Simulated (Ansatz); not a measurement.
A run of Ansatz (development build ahead of 0.2.0) on singlet C₄H₆ at this shape:

```xyz
10

C     0.0000    0.0000    0.0000
C     0.0000    0.0000    1.4600
C     0.0000    0.0000    2.6700
C     0.0000    0.0000    4.1300
H     0.0000   -1.0275   -0.3639
H    -0.8898    0.5137   -0.3639
H     0.8898    0.5137   -0.3639
H     0.0000   -1.0275    4.4939
H     0.8898    0.5137    4.4939
H    -0.8898    0.5137    4.4939
```

Its results:

| Item | Value |
| --- | --- |
| Converged | yes |
| Reference energy | -154.92028 hartree |
| Correlation energy | -0.53796 hartree |
| Total energy | -155.45824 hartree |
| Spin squared of the determinant | 0.000 |

Q: Which input gives this output? Name the method, the orbitals and the basis set, and write the input.

A: RHF-MP2 in cc-pVDZ. An unrestricted run that stays on the closed shell gives the same numbers.

```yaml
crystal:
  periodic: [false, false, false]
  atoms:
    - { symbol: C, position_ang: [0.0, 0.0, 0.0] }
    - { symbol: C, position_ang: [0.0, 0.0, 1.46] }
    - { symbol: C, position_ang: [0.0, 0.0, 2.67] }
    - { symbol: C, position_ang: [0.0, 0.0, 4.13] }
    - { symbol: H, position_ang: [0.0, -1.02748, -0.36385] }
    - { symbol: H, position_ang: [-0.88982, 0.51374, -0.36385] }
    - { symbol: H, position_ang: [0.88982, 0.51374, -0.36385] }
    - { symbol: H, position_ang: [0.0, -1.02748, 4.49385] }
    - { symbol: H, position_ang: [0.88982, 0.51374, 4.49385] }
    - { symbol: H, position_ang: [-0.88982, 0.51374, 4.49385] }
basis:
  gaussian: { orbitals: cc-pVDZ }
hamiltonian:
  xc: hf
correlation:
  method: mp2
  frozen_orbitals: { C: 1, H: 0 }
```
